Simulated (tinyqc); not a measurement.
Worked calculation (part 1 of 2): UKS/PBE in the sto-6g basis, for NH, spin multiplicity 3. Computed by tinyqc, a small Python program that keeps every step (integrals from PySCF). Settings: charge = 0, multiplicity = 3, basis = sto-6g, energy threshold = 1e-08, iteration cap = 67, orthogonalisation = symmetric, start = random, DIIS depth = 0, damping = 0.3, method = UKS, functional = pbe,pbe, grid = [15, 50]. Command: `OMP_NUM_THREADS=1 python tinyqc.py 27663 27664 out.jsonl` (the two numbers bound the seeds that draw the settings). One thread of a shared host (Intel(R) Xeon(R) Processor @ 2.60GHz), about 2 s of CPU time with the checks. Later iterations appear only in the table of the cycle.

## One-electron integrals

Geometry (angstrom):
```
atom        x        y        z
N     0.00000  0.00000  0.00000
H     0.00000  0.00000  1.94300
```

Basis sto-6g: exponents (1/bohr^2) and contraction coefficients of normalised primitives:
```
element  l (shell)    exponent  coefficient
N            s (1)  1027.82846      0.00916
N            s (1)   188.45122      0.04936
N            s (1)    52.72186      0.16854
N            s (1)    18.11138      0.37056
N            s (1)     7.03318      0.41649
N            s (1)     2.89665      0.13033
N            s (2)    39.19881     -0.01325
N            s (2)     7.75847     -0.04699
N            s (2)     2.41133     -0.03379
N            s (2)     0.92772      0.25024
N            s (2)     0.40291      0.59512
N            s (2)     0.18468      0.24071
N            p (3)    39.19881      0.00376
N            p (3)     7.75847      0.03768
N            p (3)     2.41133      0.17390
N            p (3)     0.92772      0.41804
N            p (3)     0.40291      0.42586
N            p (3)     0.18468      0.10171
H            s (1)    35.52322      0.00916
H            s (1)     6.51314      0.04936
H            s (1)     1.82214      0.16854
H            s (1)     0.62596      0.37056
H            s (1)     0.24308      0.41649
H            s (1)     0.10011      0.13033
```

Overlap, kinetic and nuclear-attraction integrals over the contracted functions; the nuclear repulsion is the sum of Za Zb / Rab.

nuclear repulsion = 1.9064542 hartree

overlap S, order 1N 1s, 1N 2s, 1N 2px, 1N 2py, 1N 2pz, 2H 1s:
$$\begin{pmatrix}
1.00000 & 0.22942 & 0.00000 & 0.00000 & 0.00000 & 0.00700 \\
0.22942 & 1.00000 & 0.00000 & 0.00000 & 0.00000 & 0.11604 \\
0.00000 & 0.00000 & 1.00000 & 0.00000 & 0.00000 & 0.00000 \\
0.00000 & 0.00000 & 0.00000 & 1.00000 & 0.00000 & 0.00000 \\
0.00000 & 0.00000 & 0.00000 & 0.00000 & 1.00000 & 0.13033 \\
0.00700 & 0.11604 & 0.00000 & 0.00000 & 0.13033 & 1.00000
\end{pmatrix}$$

kinetic energy T (hartree), order 1N 1s, 1N 2s, 1N 2px, 1N 2py, 1N 2pz, 2H 1s:
$$\begin{pmatrix}
22.23641 & -0.67875 & 0.00000 & 0.00000 & 0.00000 & -0.00295 \\
-0.67875 & 0.63290 & 0.00000 & 0.00000 & 0.00000 & -0.01613 \\
0.00000 & 0.00000 & 1.90129 & 0.00000 & 0.00000 & 0.00000 \\
0.00000 & 0.00000 & 0.00000 & 1.90129 & 0.00000 & 0.00000 \\
0.00000 & 0.00000 & 0.00000 & 0.00000 & 1.90129 & 0.00000 \\
-0.00295 & -0.01613 & 0.00000 & 0.00000 & 0.00000 & 0.76852
\end{pmatrix}$$

nuclear attraction V (hartree), order 1N 1s, 1N 2s, 1N 2px, 1N 2py, 1N 2pz, 2H 1s:
$$\begin{pmatrix}
-46.94583 & -4.70954 & 0.00000 & 0.00000 & -0.00455 & -0.16265 \\
-4.70954 & -7.09758 & 0.00000 & 0.00000 & -0.05485 & -0.52836 \\
0.00000 & 0.00000 & -7.08934 & 0.00000 & 0.00000 & 0.00000 \\
0.00000 & 0.00000 & 0.00000 & -7.08934 & 0.00000 & 0.00000 \\
-0.00455 & -0.05485 & 0.00000 & 0.00000 & -7.11315 & -0.52555 \\
-0.16265 & -0.52836 & 0.00000 & 0.00000 & -0.52555 & -3.14484
\end{pmatrix}$$

core Hamiltonian H = T + V (hartree), order 1N 1s, 1N 2s, 1N 2px, 1N 2py, 1N 2pz, 2H 1s:
$$\begin{pmatrix}
-24.70942 & -5.38828 & 0.00000 & 0.00000 & -0.00455 & -0.16560 \\
-5.38828 & -6.46468 & 0.00000 & 0.00000 & -0.05485 & -0.54449 \\
0.00000 & 0.00000 & -5.18804 & 0.00000 & 0.00000 & 0.00000 \\
0.00000 & 0.00000 & 0.00000 & -5.18804 & 0.00000 & 0.00000 \\
-0.00455 & -0.05485 & 0.00000 & 0.00000 & -5.21186 & -0.52555 \\
-0.16560 & -0.54449 & 0.00000 & 0.00000 & -0.52555 & -2.37632
\end{pmatrix}$$

## Two-electron integrals

Functions are numbered as in S; the eight-fold symmetry (ij|kl) = (ji|kl) = (kl|ij) leaves the list below.

Two-electron integrals (ij|kl) in chemists' order, unique and non-zero (hartree):
```
(11|11) 4.16874   (21|11) 0.58365   (21|21) 0.10411   (22|11) 0.96849
(22|21) 0.21445   (22|22) 0.70840   (31|31) 0.02207   (32|31) 0.03361
(32|32) 0.15658   (33|11) 0.96849   (33|21) 0.21445   (33|22) 0.70840
(33|33) 0.76324   (41|41) 0.02207   (42|41) 0.03361   (42|42) 0.15658
(43|43) 0.04113   (44|11) 0.96849   (44|21) 0.21445   (44|22) 0.70840
(44|33) 0.68098   (44|44) 0.76324   (51|51) 0.02207   (52|51) 0.03361
(52|52) 0.15658   (53|53) 0.04113   (54|54) 0.04113   (55|11) 0.96849
(55|21) 0.21445   (55|22) 0.70840   (55|33) 0.68098   (55|44) 0.68098
(55|55) 0.76324   (61|11) 0.01877   (61|21) 0.00322   (61|22) 0.00653
(61|33) 0.00651   (61|44) 0.00651   (61|51) 0.00018   (61|52) 0.00036
(61|55) 0.00656   (61|61) 0.00010   (62|11) 0.06682   (62|21) 0.01510
(62|22) 0.05804   (62|33) 0.05681   (62|44) 0.05681   (62|51) 0.00132
(62|52) 0.01112   (62|55) 0.06051   (62|61) 0.00048   (62|62) 0.00742
(63|31) 0.00132   (63|32) 0.00825   (63|53) 0.00204   (63|63) 0.00076
(64|41) 0.00132   (64|42) 0.00825   (64|54) 0.00204   (64|64) 0.00076
(65|11) 0.06351   (65|21) 0.01450   (65|22) 0.05881   (65|33) 0.05642
(65|44) 0.05642   (65|51) 0.00233   (65|52) 0.01797   (65|55) 0.06358
(65|61) 0.00047   (65|62) 0.00895   (65|65) 0.01135   (66|11) 0.27217
(66|21) 0.06243   (66|22) 0.27145   (66|33) 0.26405   (66|44) 0.26405
(66|51) 0.00452   (66|52) 0.05360   (66|55) 0.28624   (66|61) 0.00196
(66|62) 0.05199   (66|65) 0.06897   (66|66) 0.77500
```

## Orthogonalisation

S = U s U^T; symmetric (Loewdin) form X = U s^(-1/2) U^T, so that X^T S X = 1.

eigenvalues of S: [0.73790, 0.88403, 1.00000, 1.00000, 1.10951, 1.26856]

X, order 1N 1s, 1N 2s, 1N 2px, 1N 2py, 1N 2pz, 2H 1s:
$$\begin{pmatrix}
1.02064 & -0.11938 & 0.00000 & 0.00000 & -0.00080 & 0.00693 \\
-0.11938 & 1.02599 & 0.00000 & 0.00000 & 0.00597 & -0.06056 \\
0.00000 & 0.00000 & 1.00000 & 0.00000 & 0.00000 & 0.00000 \\
0.00000 & 0.00000 & 0.00000 & 1.00000 & 0.00000 & 0.00000 \\
-0.00080 & 0.00597 & 0.00000 & 0.00000 & 1.00652 & -0.06645 \\
0.00693 & -0.06056 & 0.00000 & 0.00000 & -0.06645 & 1.01179
\end{pmatrix}$$

## Starting guess

The start is random orthonormal orbitals; D(s) = C_occ C_occ^T for each spin.

D(alpha) at the start, order 1N 1s, 1N 2s, 1N 2px, 1N 2py, 1N 2pz, 2H 1s:
$$\begin{pmatrix}
1.04411 & -0.26615 & -0.06370 & 0.01608 & 0.05272 & 0.07835 \\
-0.26615 & 1.03208 & -0.11467 & 0.02895 & 0.11615 & -0.02208 \\
-0.06370 & -0.11467 & 0.65875 & 0.08614 & 0.29732 & 0.30522 \\
0.01608 & 0.02895 & 0.08614 & 0.97826 & -0.07505 & -0.07705 \\
0.05272 & 0.11615 & 0.29732 & -0.07505 & 0.75848 & -0.40041 \\
0.07835 & -0.02208 & 0.30522 & -0.07705 & -0.40041 & 0.75885
\end{pmatrix}$$

D(beta) at the start, order 1N 1s, 1N 2s, 1N 2px, 1N 2py, 1N 2pz, 2H 1s:
$$\begin{pmatrix}
0.40249 & 0.26235 & 0.10417 & -0.15524 & 0.28513 & 0.03877 \\
0.26235 & 0.46907 & -0.32953 & -0.12895 & -0.01092 & -0.09260 \\
0.10417 & -0.32953 & 0.56890 & -0.04836 & 0.27511 & 0.25373 \\
-0.15524 & -0.12895 & -0.04836 & 0.23224 & 0.13774 & -0.32914 \\
0.28513 & -0.01092 & 0.27511 & 0.13774 & 0.64185 & -0.33408 \\
0.03877 & -0.09260 & 0.25373 & -0.32914 & -0.33408 & 0.67310
\end{pmatrix}$$

## Iteration 1: exchange-correlation on the grid

Becke grid with 15 radial and 50 angular points per atom, points of zero weight dropped. rho = sum D_ij phi_i phi_j; V_xc,ij = sum w v_xc phi_i phi_j plus the gradient terms; v_xc is d(rho eps)/d rho(s) for spin s at fixed gradient.

The 16 grid points with the largest w rho, of 1494 (bohr, atomic units):
```
x                y         z        w  rho(alpha)  rho(beta)    eps_xc  v_xc(alpha)
-0.92996   0.00000  -0.92996  0.23203     0.12382    0.12064  -0.53206     -0.66057
-0.75931  -0.75931  -0.75931  0.21680     0.12196    0.10990  -0.52430     -0.65550
-1.18961  -0.39654  -0.39654  0.20734     0.11948    0.11397  -0.52513     -0.65197
-0.63640   0.00000  -0.63640  0.08295     0.29105    0.28363  -0.68286     -0.89036
-0.92996  -0.92996   0.00000  0.23202     0.12039    0.08129  -0.50666     -0.64678
-1.18961   0.39654  -0.39654  0.20734     0.11511    0.10541  -0.51668     -0.64281
-0.75931   0.75931  -0.75931  0.21680     0.12402    0.08239  -0.51066     -0.65331
0.92996    0.00000   0.92996  0.23079     0.12326    0.06888  -0.50222     -0.64869
-0.39654  -0.39654  -1.18961  0.20734     0.10658    0.10506  -0.51037     -0.62739
-0.51962  -0.51962  -0.51962  0.07750     0.28641    0.26096  -0.67332     -0.88443
-0.92996   0.92996   0.00000  0.23202     0.10853    0.06889  -0.48956     -0.62276
-0.81408  -0.27136  -0.27136  0.07412     0.28143    0.27071  -0.67479     -0.88029
-0.39654   0.39654  -1.18961  0.20734     0.11302    0.08434  -0.50265     -0.63463
-0.39654  -1.18961  -0.39654  0.20734     0.11970    0.07506  -0.50268     -0.64431
0.00000   -0.92996  -0.92996  0.23203     0.09386    0.07826  -0.48190     -0.59691
-0.63640  -0.63640   0.00000  0.08295     0.28376    0.19654  -0.65126     -0.87604
```

electrons on the grid, sum of w rho = 8.00165

E_xc = sum of w rho eps_xc = -6.0766366 hartree

V_xc(alpha) (hartree), order 1N 1s, 1N 2s, 1N 2px, 1N 2py, 1N 2pz, 2H 1s:
$$\begin{pmatrix}
-2.67982 & -0.32020 & 0.00550 & -0.00107 & -0.00470 & -0.01078 \\
-0.32020 & -0.68060 & 0.01860 & -0.00194 & -0.01459 & -0.05154 \\
0.00550 & 0.01860 & -0.66919 & -0.00736 & -0.02760 & -0.00062 \\
-0.00107 & -0.00194 & -0.00736 & -0.69669 & 0.00670 & 0.00031 \\
-0.00470 & -0.01459 & -0.02760 & 0.00670 & -0.67578 & -0.05275 \\
-0.01078 & -0.05154 & -0.00062 & 0.00031 & -0.05275 & -0.47037
\end{pmatrix}$$

V_xc(beta) (hartree), order 1N 1s, 1N 2s, 1N 2px, 1N 2py, 1N 2pz, 2H 1s:
$$\begin{pmatrix}
-2.16456 & -0.27324 & 0.00496 & 0.01438 & -0.01636 & -0.00918 \\
-0.27324 & -0.58430 & 0.05399 & 0.03497 & -0.01224 & -0.04569 \\
0.00496 & 0.05399 & -0.59273 & 0.01108 & -0.03501 & 0.00085 \\
0.01438 & 0.03497 & 0.01108 & -0.55661 & -0.01741 & 0.00108 \\
-0.01636 & -0.01224 & -0.03501 & -0.01741 & -0.60348 & -0.04804 \\
-0.00918 & -0.04569 & 0.00085 & 0.00108 & -0.04804 & -0.45677
\end{pmatrix}$$

## Iteration 1: building the Kohn-Sham matrix

J_ij = sum D_kl (ij|kl) with D = D(alpha) + D(beta); F = H + J + V_xc; E = tr D H + tr D J / 2 + E_xc + E_nn.

Coulomb J (hartree), order 1N 1s, 1N 2s, 1N 2px, 1N 2py, 1N 2pz, 2H 1s:
$$\begin{pmatrix}
11.48294 & 2.05399 & -0.02659 & -0.01394 & 0.02477 & 0.06422 \\
2.05399 & 5.47249 & -0.12715 & -0.04737 & 0.10356 & 0.46987 \\
-0.02659 & -0.12715 & 5.46141 & 0.00311 & 0.04937 & -0.00404 \\
-0.01394 & -0.04737 & 0.00311 & 5.46000 & 0.00350 & -0.00238 \\
0.02477 & 0.10356 & 0.04937 & 0.00350 & 5.49604 & 0.49214 \\
0.06422 & 0.46987 & -0.00404 & -0.00238 & 0.49214 & 2.85668
\end{pmatrix}$$

F(alpha) (hartree), order 1N 1s, 1N 2s, 1N 2px, 1N 2py, 1N 2pz, 2H 1s:
$$\begin{pmatrix}
-15.90630 & -3.65449 & -0.02109 & -0.01501 & 0.01553 & -0.11215 \\
-3.65449 & -1.67279 & -0.10856 & -0.04931 & 0.03412 & -0.12616 \\
-0.02109 & -0.10856 & -0.39583 & -0.00425 & 0.02178 & -0.00465 \\
-0.01501 & -0.04931 & -0.00425 & -0.42473 & 0.01020 & -0.00208 \\
0.01553 & 0.03412 & 0.02178 & 0.01020 & -0.39160 & -0.08616 \\
-0.11215 & -0.12616 & -0.00465 & -0.00208 & -0.08616 & 0.00998
\end{pmatrix}$$

F(beta) (hartree), order 1N 1s, 1N 2s, 1N 2px, 1N 2py, 1N 2pz, 2H 1s:
$$\begin{pmatrix}
-15.39104 & -3.60754 & -0.02163 & 0.00044 & 0.00387 & -0.11056 \\
-3.60754 & -1.57650 & -0.07317 & -0.01241 & 0.03646 & -0.12031 \\
-0.02163 & -0.07317 & -0.31936 & 0.01419 & 0.01436 & -0.00319 \\
0.00044 & -0.01241 & 0.01419 & -0.28465 & -0.01391 & -0.00130 \\
0.00387 & 0.03646 & 0.01436 & -0.01391 & -0.31930 & -0.08145 \\
-0.11056 & -0.12031 & -0.00319 & -0.00130 & -0.08145 & 0.02359
\end{pmatrix}$$

total energy of this density = -47.4285293 hartree

This density is the starting one.

## Iteration 1: diagonalisation and new density

Diagonalise F' = X^T F X, C = X C', fill 5 alpha and 3 beta electrons from the bottom; D(s) = C_occ C_occ^T; the new density keeps 0.3 of the old one (damping). Each column has its largest component positive (the first on a tie).

F' = X^T F X (alpha) (hartree):
$$\begin{pmatrix}
-15.70428 & -1.73078 & -0.00862 & -0.00946 & 0.00966 & 0.00313 \\
-1.73078 & -1.07782 & -0.10845 & -0.04862 & 0.03793 & -0.05668 \\
-0.00862 & -0.10845 & -0.39583 & -0.00425 & 0.02160 & 0.00027 \\
-0.00946 & -0.04862 & -0.00425 & -0.42473 & 0.01012 & 0.00010 \\
0.00966 & 0.03793 & 0.02160 & 0.01012 & -0.38471 & -0.06535 \\
0.00313 & -0.05668 & 0.00027 & 0.00010 & -0.06535 & 0.03039
\end{pmatrix}$$

orbital energies (alpha) (hartree): MO1 -15.90636, MO2 -0.90898, MO3 -0.42187, MO4 -0.40061, MO5 -0.36378, MO6 0.04461

coefficients C (alpha), order 1N 1s, 1N 2s, 1N 2px, 1N 2py, 1N 2pz, 2H 1s:
$$\begin{pmatrix}
0.99991 & -0.22976 & 0.02164 & -0.03172 & 0.03737 & 0.02273 \\
0.00037 & 0.99794 & -0.09806 & 0.14137 & -0.16723 & -0.13097 \\
0.00136 & 0.20543 & -0.06776 & -0.48837 & 0.84534 & 0.00949 \\
0.00097 & 0.09777 & 0.97115 & 0.16050 & 0.14677 & 0.00364 \\
-0.00102 & -0.06946 & -0.20235 & 0.83024 & 0.48280 & -0.22216 \\
0.00014 & -0.00029 & -0.02272 & 0.08290 & 0.03479 & 1.01155
\end{pmatrix}$$

F' = X^T F X (beta) (hartree):
$$\begin{pmatrix}
-15.17758 & -1.75562 & -0.01338 & 0.00193 & -0.00289 & 0.00638 \\
-1.75562 & -0.98122 & -0.07221 & -0.01279 & 0.04213 & -0.05759 \\
-0.01338 & -0.07221 & -0.31936 & 0.01419 & 0.01425 & 0.00010 \\
0.00193 & -0.01279 & 0.01419 & -0.28465 & -0.01399 & 0.00036 \\
-0.00289 & 0.04213 & 0.01425 & -0.01399 & -0.31199 & -0.06649 \\
0.00638 & -0.05759 & 0.00010 & 0.00036 & -0.06649 & 0.04368
\end{pmatrix}$$

orbital energies (beta) (hartree): MO1 -15.39150, MO2 -0.78545, MO3 -0.33482, MO4 -0.30536, MO5 -0.27480, MO6 0.06082

coefficients C (beta), order 1N 1s, 1N 2s, 1N 2px, 1N 2py, 1N 2pz, 2H 1s:
$$\begin{pmatrix}
0.99871 & -0.23759 & -0.02826 & 0.01650 & 0.01979 & 0.02592 \\
0.00558 & 1.01121 & 0.12149 & -0.07654 & -0.08545 & -0.14181 \\
0.00146 & 0.14971 & -0.49376 & 0.77749 & 0.35948 & 0.00834 \\
-0.00003 & 0.01877 & 0.38106 & -0.18084 & 0.90642 & 0.01175 \\
-0.00022 & -0.08155 & 0.75266 & 0.58632 & -0.19451 & -0.25053 \\
-0.00039 & 0.00833 & 0.09549 & 0.06675 & -0.04007 & 1.00826
\end{pmatrix}$$

D(alpha) after iteration 1, order 1N 1s, 1N 2s, 1N 2px, 1N 2py, 1N 2pz, 2H 1s:
$$\begin{pmatrix}
1.05207 & -0.24908 & -0.01926 & 0.00477 & 0.01740 & 0.02237 \\
-0.24908 & 1.04704 & -0.03353 & 0.00902 & 0.02585 & -0.00113 \\
-0.01926 & -0.03353 & 0.89756 & 0.02582 & 0.09067 & 0.08485 \\
0.00477 & 0.00902 & 0.02582 & 0.99347 & -0.02195 & -0.02569 \\
0.01740 & 0.02585 & 0.09067 & -0.02195 & 0.90527 & -0.05695 \\
0.02237 & -0.00113 & 0.08485 & -0.02569 & -0.05695 & 0.23367
\end{pmatrix}$$

D(beta) after iteration 1, order 1N 1s, 1N 2s, 1N 2px, 1N 2py, 1N 2pz, 2H 1s:
$$\begin{pmatrix}
0.85901 & -0.08797 & 0.01714 & -0.05725 & 0.08406 & 0.00808 \\
-0.08797 & 0.86686 & -0.03487 & 0.00701 & 0.00300 & -0.01376 \\
0.01714 & -0.03487 & 0.35702 & -0.14425 & -0.18616 & 0.04399 \\
-0.05725 & 0.00701 & -0.14425 & 0.17156 & 0.24102 & -0.07316 \\
0.08406 & 0.00300 & -0.18616 & 0.24102 & 0.59376 & -0.05039 \\
0.00808 & -0.01376 & 0.04399 & -0.07316 & -0.05039 & 0.20836
\end{pmatrix}$$

## Iteration 2: exchange-correlation on the grid

As before.

The 16 grid points with the largest w rho, of 1494 (bohr, atomic units):
```
x                y         z        w  rho(alpha)  rho(beta)    eps_xc  v_xc(alpha)
0.00000    0.92996   0.92996  0.23079     0.11907    0.08340  -0.50656     -0.64509
-0.92996   0.00000   0.92996  0.23079     0.10967    0.08926  -0.50220     -0.62995
0.00000   -0.92996  -0.92996  0.23203     0.11456    0.08313  -0.50233     -0.63760
-0.75931   0.75931   0.75931  0.21629     0.11236    0.09760  -0.50944     -0.63660
0.92996    0.00000  -0.92996  0.23203     0.10206    0.08446  -0.49252     -0.61563
-0.92996   0.92996   0.00000  0.23202     0.11932    0.06680  -0.49796     -0.64172
-0.39654   0.39654   1.18961  0.20379     0.11208    0.09945  -0.51056     -0.63616
0.75931   -0.75931  -0.75931  0.21680     0.10501    0.09323  -0.50068     -0.62299
0.39654   -0.39654  -1.18961  0.20734     0.10591    0.09774  -0.50432     -0.62556
-0.92996   0.00000  -0.92996  0.23203     0.12359    0.05541  -0.49644     -0.64590
-1.18961   0.39654   0.39654  0.20727     0.11278    0.08346  -0.50097     -0.63443
0.92996   -0.92996   0.00000  0.23202     0.11349    0.06123  -0.48970     -0.63030
-0.39654  -0.39654  -1.18961  0.20734     0.11794    0.07648  -0.50133     -0.64188
0.92996    0.00000   0.92996  0.23079     0.12282    0.05069  -0.49409     -0.64333
0.39654    0.39654   1.18961  0.20379     0.12089    0.07430  -0.50311     -0.64618
0.00000    0.63640   0.63640  0.08292     0.28085    0.19871  -0.65007     -0.87333
```

electrons on the grid, sum of w rho = 8.00173

E_xc = sum of w rho eps_xc = -6.9487968 hartree

V_xc(alpha) (hartree), order 1N 1s, 1N 2s, 1N 2px, 1N 2py, 1N 2pz, 2H 1s:
$$\begin{pmatrix}
-2.70244 & -0.32581 & 0.00148 & -0.00037 & -0.00129 & -0.01092 \\
-0.32581 & -0.70834 & 0.00396 & -0.00088 & -0.00347 & -0.05042 \\
0.00148 & 0.00396 & -0.70568 & -0.00177 & -0.00673 & -0.00015 \\
-0.00037 & -0.00088 & -0.00177 & -0.71250 & 0.00150 & 0.00001 \\
-0.00129 & -0.00347 & -0.00673 & 0.00150 & -0.70664 & -0.04952 \\
-0.01092 & -0.05042 & -0.00015 & 0.00001 & -0.04952 & -0.34462
\end{pmatrix}$$

V_xc(beta) (hartree), order 1N 1s, 1N 2s, 1N 2px, 1N 2py, 1N 2pz, 2H 1s:
$$\begin{pmatrix}
-2.55685 & -0.30155 & 0.00017 & 0.00255 & -0.00376 & -0.01016 \\
-0.30155 & -0.60201 & 0.00553 & 0.00150 & -0.00235 & -0.04446 \\
0.00017 & 0.00553 & -0.60242 & 0.01728 & 0.01915 & 0.00101 \\
0.00255 & 0.00150 & 0.01728 & -0.57596 & -0.02814 & -0.00104 \\
-0.00376 & -0.00235 & 0.01915 & -0.02814 & -0.62760 & -0.04508 \\
-0.01016 & -0.04446 & 0.00101 & -0.00104 & -0.04508 & -0.33531
\end{pmatrix}$$

## Iteration 2: building the Kohn-Sham matrix

As before.

Coulomb J (hartree), order 1N 1s, 1N 2s, 1N 2px, 1N 2py, 1N 2pz, 2H 1s:
$$\begin{pmatrix}
13.32794 & 2.32024 & -0.00435 & -0.00150 & 0.00789 & 0.07260 \\
2.32024 & 5.94409 & -0.01944 & -0.00014 & 0.03538 & 0.47855 \\
-0.00435 & -0.01944 & 5.93712 & -0.00974 & -0.00733 & -0.00133 \\
-0.00150 & -0.00014 & -0.00974 & 5.92975 & 0.01762 & 0.00087 \\
0.00789 & 0.03538 & -0.00733 & 0.01762 & 5.96539 & 0.48530 \\
0.07260 & 0.47855 & -0.00133 & 0.00087 & 0.48530 & 2.39592
\end{pmatrix}$$

F(alpha) (hartree), order 1N 1s, 1N 2s, 1N 2px, 1N 2py, 1N 2pz, 2H 1s:
$$\begin{pmatrix}
-14.08392 & -3.39385 & -0.00287 & -0.00187 & 0.00205 & -0.10392 \\
-3.39385 & -1.22893 & -0.01548 & -0.00102 & -0.02293 & -0.11636 \\
-0.00287 & -0.01548 & 0.04340 & -0.01151 & -0.01406 & -0.00148 \\
-0.00187 & -0.00102 & -0.01151 & 0.02921 & 0.01912 & 0.00087 \\
0.00205 & -0.02293 & -0.01406 & 0.01912 & 0.04690 & -0.08977 \\
-0.10392 & -0.11636 & -0.00148 & 0.00087 & -0.08977 & -0.32503
\end{pmatrix}$$

F(beta) (hartree), order 1N 1s, 1N 2s, 1N 2px, 1N 2py, 1N 2pz, 2H 1s:
$$\begin{pmatrix}
-13.93833 & -3.36959 & -0.00418 & 0.00105 & -0.00042 & -0.10316 \\
-3.36959 & -1.12260 & -0.01391 & 0.00136 & -0.02181 & -0.11039 \\
-0.00418 & -0.01391 & 0.14665 & 0.00754 & 0.01182 & -0.00032 \\
0.00105 & 0.00136 & 0.00754 & 0.16575 & -0.01052 & -0.00017 \\
-0.00042 & -0.02181 & 0.01182 & -0.01052 & 0.12593 & -0.08532 \\
-0.10316 & -0.11039 & -0.00032 & -0.00017 & -0.08532 & -0.31571
\end{pmatrix}$$

total energy of this density = -52.5334568 hartree

This density is a damped mixture and is not idempotent.
